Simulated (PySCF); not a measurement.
Bonds (- single, = double, # triple, : aromatic): C1=C2 1.334 Å, C2-C3 1.501 Å, C2-C4 1.427 Å, C4=C5 1.308 Å, C5-C6 1.498 Å, C6-C4 1.503 Å. C1 carries H7, H8; C3 carries H9, H10, H11; C5 carries H12; C6 carries H13, H14. H8 is cis to C3; H7 is trans to C3.

PySCF 2.14 calculation with PBE0/pcSseg-1 with gauge-including orbitals and geometry from GFN2-xTB; rapidly exchanging positions averaged, non-relativistic Hamiltonian, no solvent, one conformer.

Question: List the cross peaks expected in HSQC, COSY and HMBC spectra.

Answer: 

HSQC (one-bond C–H):
```
               δH          δC
       7.03 (H12)  112.9 (C5)
        5.87 (H8)  129.3 (C1)
        5.63 (H7)  129.3 (C1)
2.16 (H9/H10/H11)   23.9 (C3)
   1.14 (H13/H14)    7.9 (C6)
```

COSY cross peaks (H two or three bonds apart, from the bond graph; peaks can be absent where the dihedral angle is near 90°):
```
        δH              δH
7.03 (H12)  1.14 (H13/H14)
 5.87 (H8)       5.63 (H7)
```

HMBC (two and three bonds, from the bond graph):
```
               δH                                  δC
       7.03 (H12)    140.7 (C2), 127.0 (C4), 7.9 (C6)
        5.87 (H8)   140.7 (C2), 127.0 (C4), 23.9 (C3)
        5.63 (H7)   140.7 (C2), 127.0 (C4), 23.9 (C3)
2.16 (H9/H10/H11)  140.7 (C2), 129.3 (C1), 127.0 (C4)
   1.14 (H13/H14)  140.7 (C2), 127.0 (C4), 112.9 (C5)
```

Chemical shifts δ = σref − σ; ¹H and ¹³C against TMS, all at this level.

Short H···H contacts in this conformer between protons four or more bonds apart (candidates for NOE cross peaks, intensity ∝ r⁻⁶): H8···H11 2.42 Å.

Shifts are as computed. Against solution values, carbons near 30 ppm lie about +3 ppm off and those near 130 ppm about +5 ppm. Of 1211 compounds with measured shifts, 218 miss one by over three times the rms of a fit or turn the order of signals round; such compounds aren't used in these exercises.
